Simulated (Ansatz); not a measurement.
# Pulling the pair apart

The pair of H2S (SMILES S, atoms 1–3) and CO (SMILES [C-]#[O+], atoms 4–5), both closed shells, in one local arrangement (a lower one may exist), relaxed at PBE0-D4/def2-TZVP:

```csv
atom,x (Å),y (Å),z (Å)
S1,-0.1930,0.6386,-1.6121
H2,0.9753,-0.0129,-1.7115
H3,-0.8134,-0.4415,-1.1140
C4,-0.2127,-0.4744,1.8764
O5,0.2438,0.2902,2.5610
```

CO is shifted rigidly along the line between the mean atom positions of the two fragments (negative: closer). Counterpoise interaction energies in kJ/mol. Ansatz 0.2.0; basis: def2-TZVPPD; cores frozen in the correlated methods. B3LYP uses VWN-RPA correlation.

```tsv
shift (Å)	PBE0-D4	PBE-D4	B3LYP-D4
-0.37	-1.8	-3.2	-0.7
-0.18	-3.3	-4.4	-2.4
0.00	-3.8	-4.6	-3.0
0.18	-3.7	-4.4	-3.0
0.44	-3.2	-3.7	-2.5
0.92	-2.1	-2.4	-1.5
1.83	-0.8	-0.9	-0.5
3.66	-0.1	-0.1	-0.1
```

(1) What does CCSD(T) give at these shifts? (An estimate is asked for; the value comes from the calculation.)

No T1 diagnostic of these runs exceeds 0.016.

Results:

(1) The calculation gives: 1.6, -0.9, -2.0, -2.3, -2.3, -1.6, -0.7, -0.2 kJ/mol. For zero shift, CCSD(T) at an estimated basis limit (MP2 extrapolated from triple and quadruple zeta, plus CCSD(T) − MP2 in triple zeta) gives -2.7 kJ/mol. These are counterpoise interaction energies, counted from the two frozen fragments.

For scale, one of the runs: CCSD(T)/def2-TZVPPD, 162 basis functions, launched by `ansatz run in.yaml --threads 2 --pin off --events-out ev --progress --plain --max-ram 5222MiB`. Hardware: 2 CPU threads of an AMD EPYC 7R43, shared host. Wall time 33 s; peak host memory 1.2 GiB.
